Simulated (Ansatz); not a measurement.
`NC(N)(F)S`. Total charge 0; spin multiplicity 1.

| atom | x (Å) | y (Å) | z (Å) |
| --- | --- | --- | --- |
| N1 | -0.4294 | -0.9293 | -0.7697 |
| C2 | 0.1187 | 0.2063 | -0.1462 |
| N3 | 0.4833 | -0.0699 | 1.1841 |
| F4 | 1.2444 | 0.6858 | -0.8830 |
| S5 | -1.0077 | 1.6376 | -0.2495 |
| H6 | 0.1976 | -1.7238 | -0.7186 |
| H7 | -0.6528 | -0.7327 | -1.7352 |
| H8 | 1.1145 | -0.8606 | 1.2427 |
| H9 | 0.9103 | 0.7396 | 1.6119 |
| H10 | -1.9788 | 1.0470 | 0.4636 |

Q: What are the harmonic wavenumbers in cm⁻¹ at PBE0-D4/def2-TZVP (Ansatz, finite differences of forces, unscaled)? (An estimate is asked.)

A: Computed: 150, 278, 289, 346, 364, 434, 487, 510, 677, 755, 775, 852, 978, 1036, 1106, 1362, 1383, 1628, 1672, 2726, 3530, 3535, 3638, 3639.

Q: Is this a minimum?

A: Yes, all 24 modes are real.

Q: Give the ideal-gas thermochemistry at 298.15 K and 1 bar (rigid rotor, harmonic oscillator; point group Cs, symmetry number 1).

A: Zero-point energy 192.3 kJ/mol; H(298) − E = 211.3 kJ/mol; entropy 323.3 J/(mol·K), of which translation 165.8, rotation 109.7, vibration 47.8; G(298) − E = 114.9 kJ/mol.

Q: Rotational constants (cm⁻¹)?

A: 0.1721, 0.1065, 0.1058.
